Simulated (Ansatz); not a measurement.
Species: methyl formate, C2H4O2, charge 0, multiplicity 1. 
Geometry from a B3LYP-D3(BJ)/def2-TZVP (Ansatz, a first-principles code) optimisation:
SMILES: COC=O
```xyz
8

C     -0.9314    -0.0909     0.0015
O     -0.7248    -1.2718    -0.0191
O      0.0010     0.8677     0.0146
H     -1.9259     0.3745     0.0125
C      1.3667     0.4114     0.0025
H      1.9749     1.3108     0.0157
H      1.5676    -0.2028     0.8792
H      1.5619    -0.1729    -0.8956
```
Charge 0, spin multiplicity 1.

Basis-set convergence of Hartree-Fock and CCSD correlation energies (hartree) with Ansatz. Correlated levels leave the core frozen unless marked. No spin-orbit coupling. No relativistic terms.

| basis | functions | E(HF) | E(corr, CCSD) |
|---|---|---|---|
| aug-cc-pVDZ | 128 | -227.82185 | -0.69757 |
| aug-cc-pVTZ | 276 | ? | ? |

Question: Some entries are withheld; supply them.

Answer: 
- aug-cc-pVTZ, E(HF): -227.88018
- aug-cc-pVTZ, E(corr, CCSD): -0.82922
